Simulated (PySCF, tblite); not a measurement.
## methanol and hydrogen sulfide

A gas-phase complex of methanol and hydrogen sulfide; neutral, singlet. The structure comes from a short search (6 tight-binding starts) and was relaxed by PBE0-D3(BJ)/def2-TZVPD; another way of binding may lie lower. No frequency run checks that it is a minimum.

Parts: 1 = methanol (CO), atoms 1–6; 2 = hydrogen sulfide (S), atoms 7–9.

```
atom  part   x (Å)   y (Å)   z (Å)
  C1     1  -0.206   0.217  -0.053
  O2     1   1.189   0.354   0.132
  H3     1  -0.714  -0.070   0.874
  H4     1  -0.448  -0.511  -0.835
  H5     1  -0.581   1.193  -0.364
  H6     1   1.560  -0.489   0.398
  S7     2   2.319   3.097  -1.598
  H8     2   2.214   3.873  -0.509
  H9     2   2.014   1.981  -0.906
```

```csv
contact,kind (by geometry),distance (Å),angle (°)
H9···O2,hydrogen bond,2.099,170
```

Interaction energies are complex less parts, with the parts frozen as they stand in it; counterpoise-corrected, in kcal/mol (PySCF). The CCSD(T) estimate is Hartree-Fock/aug-cc-pVQZ, plus the MP2 correlation part extrapolated as X⁻³ from aug-cc-pVTZ and aug-cc-pVQZ, plus CCSD(T) less MP2 in aug-cc-pVDZ; noble-gas cores are frozen. It isn't the exact limit.

(1) Give the interaction energy at each level run.

(2) What holds them together? Decompose the wB97M-D3(BJ)/def2-TZVPD energy: frozen parts, their antisymmetrised product, then relaxation.

The parts were also relaxed and run alone, at the levels used for the complex: shieldings by PBE0/pcSseg-2; core levels by delta-SCF with SCAN, pcX-2 on the ionised atom and pcseg-1 elsewhere, spin-free X2C (2p3/2 is the spin-free 2p value less a third of a first-order spin-orbit splitting).

Values alone: S7–H9 bond (Å): 1.342; shielding of H9 (ppm): 30.49; shielding of O2 (ppm): 329.3; shielding of S7 (ppm): 712.6; C1 1s core level (eV): 292.41; O2 1s core level (eV): 538.99; S7 2p3/2 core level (eV): 170.37.

(3) How do these values change when the complex forms?

Results:

(1) 
```tsv
level	interaction	superposition error removed
Hartree-Fock/aug-cc-pVQZ	-1.01	-
wB97M-D3(BJ)/def2-TZVPD	-3.03	-0.09
PBE0-D3(BJ)/def2-TZVPD	-3.47	-0.09
MP2/aug-cc-pVQZ	-3.45	-0.24
CCSD(T), estimated basis limit	-3.22	-
```

(2) electrostatic -5.5, Pauli repulsion +5.5, orbital relaxation -2.2, dispersion correction -1.0 kcal/mol, which sum to the value before the counterpoise correction; the Pauli term holds the exchange-correlation of the frozen density too. Of the attraction, 63 % is electrostatic, 26 % is orbital relaxation, 11 % is dispersion correction.

(3) 
| property | alone | in the complex | change |
| --- | --- | --- | --- |
| S7–H9 bond (Å) | 1.342 | 1.348 | +0.007 |
| shielding of H9 (ppm) | 30.49 | 27.86 | -2.64 |
| shielding of O2 (ppm) | 329.3 | 321.2 | -8.1 |
| shielding of S7 (ppm) | 712.6 | 733.5 | +20.9 |
| C1 1s core level (eV) | 292.41 | 292.68 | +0.27 |
| O2 1s core level (eV) | 538.99 | 539.34 | +0.35 |
| S7 2p3/2 core level (eV) | 170.37 | 169.53 | -0.84 |
